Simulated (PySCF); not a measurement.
Estimate the missing entries of this data sheet.

Compound: PS4 (charge -3).
SMILES: `S=P([S-])([S-])[S-]`

```csv
property,level,value
point group,PBE0-D3(BJ)/def2-SVP,?
"rotational constants A, B, C",PBE0-D3(BJ)/def2-SVP,?
HOMO energy,KT3/pcSseg-2,?
LUMO energy,KT3/pcSseg-2,11.05 eV
"isotropic shieldings of nuclei other than C and H, by class",GIAO KT3/pcSseg-2,"158 (1 P), 248 (4 S) ppm"
```

The electronic properties come from PySCF, for the isolated species, density fitting. Isolated species at its PBE0-D3(BJ)/def2-SVP geometry, gas phase. Whether so highly charged an anion holds all its electrons in the gas phase wasn't checked; a finite basis holds them in any case. No counter-ion or solvent screens the charge of this multiply charged ion. The geometry's basis has no diffuse functions, a weakness for an anion. The HOMO energy is positive, so at this level the finite basis confines the outermost electrons. No diffuse functions stand in pcSseg-2, which bears on an anion's orbital energies.

Problem. Give the HOMO energy.

Solution. 8.11 eV.

Problem. Give the rotational constants A, B, C.

Solution. 1.343, 1.342, 1.339 GHz.

Problem. Give the point group.

Solution. Td.

The rotational constants are those of a spherical top; the small spread among constants that symmetry makes equal is optimisation noise. With B = h/(8π²I), that is 505.379 GHz u Å² over I, the principal moments of inertia are 376.3, 376.7 and 377.4 u Å² (most abundant isotopes).
